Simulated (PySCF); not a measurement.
PySCF input (PBE/def2-QZVPP):

```python
import numpy as np, basis_set_exchange as bse
from pyscf import gto, scf, dft, df, tdscf

basis = {'P': gto.basis.parse(bse.get_basis('def2-QZVPP', elements=['P'], fmt='nwchem'))}
mol = gto.M(
    atom='''
    P    -0.00000000   -0.00000000   -0.94474959
    P     0.00000000    0.00000000    0.94474959
    ''',
    basis=basis,
    charge=0,
    verbose=4,
    max_memory=1839,
)
mf = dft.RKS(mol, xc='pbe')
mf.grids.level = 3
mf = mf.density_fit(auxbasis=df.autoaux(mol))
mf.conv_tol = 1e-9
mf.max_cycle = 100
print('smallest overlap eigenvalue', np.linalg.eigvalsh(mol.intor('int1e_ovlp'))[0])
mf.kernel()
dip = mf.dip_moment()
td = tdscf.TDA(mf)
td.nstates = 4
td.kernel()
td.analyze()
osc = td.oscillator_strength()
```

Output:

```
PySCF version 2.14.0

[INPUT] verbose = 4
[INPUT] num. atoms = 2
[INPUT] num. electrons = 30
[INPUT] charge = 0
[INPUT] spin (= nelec alpha-beta = 2S) = 0
[INPUT] symmetry False subgroup None
[INPUT] Mole.unit = angstrom
[INPUT] Symbol           X                Y                Z      unit          X                Y                Z       unit  Magmom
[INPUT]  1 P      0.000000000000   0.000000000000  -0.944749590000 AA    0.000000000000   0.000000000000  -1.785317981395 Bohr   0.0
[INPUT]  2 P      0.000000000000   0.000000000000   0.944749590000 AA    0.000000000000   0.000000000000   1.785317981395 Bohr   0.0

nuclear repulsion = 63.0139847200145
number of shells = 44
number of NR pGTOs = 210
number of NR cGTOs = 140
basis = {'P': [[0, [1090561.7138, 1.2142449664e-05], [163316.39461, 9.4395292614e-05], [37166.607451, 0.00049622262177], [10526.880945, 0.0020900040747], [3433.9976028, 0.0075489230025], [1239.536048, 0.024010423937], [483.27456199, 0.067231473697], [200.16911586, 0.15978669881], [86.960394829, 0.29735906782], [39.211283369, 0.3618717185]], [0, [336.75883662, 0.01915472105], [103.72179793, 0.171340791], [39.77186124, 0.63689655985]], [0, [17.888612952, 1.0]], [0, [6.9644556879, 1.0]], [0, [3.2198092087, 1.0]], [0, [1.4669943979, 1.0]], [0, [0.47765437532, 1.0]], [0, [0.21637789241, 1.0]], [0, [0.090235894336, 1.0]], [1, [2019.6711374, 0.00021359172406], [478.6012509, 0.0018568771399], [155.14942504, 0.010070690115], [58.816356575, 0.039605153679], [24.544512785, 0.11736067844], [10.883571061, 0.24950540642], [4.9624791285, 0.36421287984], [2.3002912343, 0.31764127123]], [1, [59.371345016, 0.39432918004], [3.0694590986, -6.3522960431]], [1, [1.0634401739, 1.0]], [1, [0.45022152161, 1.0]], [1, [0.18267271344, 1.0]], [1, [0.071610333771, 1.0]], [2, [3.343, 1.0]], [2, [0.807, 1.0]], [2, [0.365, 1.0]], [2, [0.154, 1.0]], [3, [0.703, 1.0]], [3, [0.28, 1.0]], [4, [0.597, 1.0]]]}
ecp = {}
ETB for P: l = 0, exps = 0.143220667542 * 1.8^n , n = 0..18
ETB for P: l = 1, exps = 0.143220667542 * 1.8^n , n = 0..15
ETB for P: l = 2, exps = 0.143220667542 * 1.8^n , n = 0..14
ETB for P: l = 3, exps = 0.22561033377099998 * 2.2^n , n = 0..8
ETB for P: l = 4, exps = 0.308 * 2.2^n , n = 0..8
ETB for P: l = 5, exps = 0.43400000000000005 * 2.3^n , n = 0..4
smallest overlap eigenvalue 0.0001313687927645621

******** <class 'pyscf.df.df_jk.DFRKS'> ********
method = DFRKS
initial guess = minao
damping factor = 0
level_shift factor = 0
DIIS = <class 'pyscf.scf.diis.CDIIS'>
diis_start_cycle = 1
diis_space = 8
diis_damp = 0
SCF conv_tol = 1e-09
SCF conv_tol_grad = None
SCF max_cycles = 100
direct_scf = False
XC library pyscf.dft.libxc version 7.1.2
    S. Lehtola, C. Steigemann, M. J. T. Oliveira, and M. A. L. Marques,  SoftwareX 7, 1–5 (2018)
XC functionals = pbe
    J. P. Perdew, K. Burke, and M. Ernzerhof,  Phys. Rev. Lett. 77, 3865 (1996)
    J. P. Perdew, K. Burke, and M. Ernzerhof,  Phys. Rev. Lett. 78, 1396 (1997)
    J. P. Perdew, K. Burke, and M. Ernzerhof,  Phys. Rev. Lett. 77, 3865 (1996)
    J. P. Perdew, K. Burke, and M. Ernzerhof,  Phys. Rev. Lett. 78, 1396 (1997)
radial grids:
    Treutler-Ahlrichs [JCP 102, 346 (1995); DOI:10.1063/1.469408] (M4) radial grids

becke partition: Becke, JCP 88, 2547 (1988); DOI:10.1063/1.454033
pruning grids: <function nwchem_prune>
grids dens level: 3
symmetrized grids: False
atomic radii adjust function: <function treutler_atomic_radii_adjust>
small_rho_cutoff = 0
Set gradient conv threshold to 3.16228e-05
Initial guess from minao.
tot grids = 38360
init E= -682.503159102889
  HOMO = -0.290767210608594  LUMO = -0.137379675882813  gap/eV = 4.17389
cycle= 1 E= -682.401418511499  delta_E= 0.102  |g|= 0.357  |ddm|= 1.59
  HOMO = -0.225243527934113  LUMO = -0.106348543838141  gap/eV = 3.23530
cycle= 2 E= -682.393006271029  delta_E= 0.00841  |g|= 0.338  |ddm|= 0.403
  HOMO = -0.267880500307505  LUMO = -0.129300123926557  gap/eV = 3.77096
cycle= 3 E= -682.422728927325  delta_E= -0.0297  |g|= 0.0695  |ddm|= 0.259
  HOMO = -0.261447999963189  LUMO = -0.124508834534945  gap/eV = 3.72630
cycle= 4 E= -682.42363216253  delta_E= -0.000903  |g|= 0.00509  |ddm|= 0.0426
  HOMO = -0.261769509202253  LUMO = -0.124770700269823  gap/eV = 3.72793
cycle= 5 E= -682.423634506451  delta_E= -2.34e-06  |g|= 0.000607  |ddm|= 0.00317
  HOMO = -0.261678325127326  LUMO = -0.124670681545375  gap/eV = 3.72817
cycle= 6 E= -682.4236346024  delta_E= -9.59e-08  |g|= 0.000105  |ddm|= 0.000821
  HOMO = -0.261703019785682  LUMO = -0.124696200583362  gap/eV = 3.72815
cycle= 7 E= -682.423634605107  delta_E= -2.71e-09  |g|= 1.22e-05  |ddm|= 0.000157
  HOMO = -0.26170058102939  LUMO = -0.124694518527962  gap/eV = 3.72812
cycle= 8 E= -682.423634605152  delta_E= -4.52e-11  |g|= 8.49e-07  |ddm|= 1.12e-05
  HOMO = -0.261700785667389  LUMO = -0.124694585018008  gap/eV = 3.72813
Extra cycle  E= -682.423634605152  delta_E= -4.55e-13  |g|= 1.14e-06  |ddm|= 1.47e-06
converged SCF energy = -682.423634605152
Dipole moment(X, Y, Z, Debye): -0.00000,  0.00000,  0.00000

******** <class 'pyscf.tdscf.rks.TDA'> for <class 'pyscf.df.df_jk.DFRKS'> ********
nstates = 4 singlet
deg_eia_thresh = 1.000e-03
wfnsym = None
conv_tol = 1e-05
eigh lindep = 1e-12
eigh level_shift = 0
eigh max_cycle = 100
chkfile = tmp4ve6s8m8

Excitation energies (eV)
[3.72812861 4.04675751 4.04675803 4.33513999]

** Singlet excitation energies and oscillator strengths **
Excited State   1:      3.72813 eV    332.56 nm  f=0.0000
      14 -> 16        0.31857
      14 -> 17        0.38538
      15 -> 16       -0.38538
      15 -> 17        0.31857
Excited State   2:      4.04676 eV    306.38 nm  f=0.0000
      14 -> 17       -0.49664
      15 -> 16       -0.49664
Excited State   3:      4.04676 eV    306.38 nm  f=0.0000
      14 -> 16        0.49664
      15 -> 17       -0.49664
Excited State   4:      4.33514 eV    286.00 nm  f=0.0000
      13 -> 16       -0.65223
      13 -> 17        0.26228

** Transition electric dipole moments (AU) **
state          X           Y           Z        Dip. S.      Osc.
  1        -0.0000     -0.0000     -0.0000      0.0000      0.0000
  2        -0.0000      0.0000     -0.0000      0.0000      0.0000
  3        -0.0000     -0.0000      0.0000      0.0000      0.0000
  4        -0.0000     -0.0000     -0.0000      0.0000      0.0000

** Transition velocity dipole moments (imaginary part, AU) **
state          X           Y           Z        Dip. S.      Osc.
  1        -0.0000     -0.0000     -0.0000      0.0000      0.0000
  2        -0.0000      0.0000      0.0000      0.0000      0.0000
  3        -0.0000     -0.0000     -0.0000      0.0000      0.0000
  4        -0.0000     -0.0000     -0.0000      0.0000      0.0000

** Transition magnetic dipole moments (imaginary part, AU) **
state          X           Y           Z
  1        -0.0000     -0.0000     -0.0000
  2        -0.0000      0.0000     -0.0000
  3         0.0000      0.0000      0.0000
  4        -0.1460     -1.5918      0.0000
```
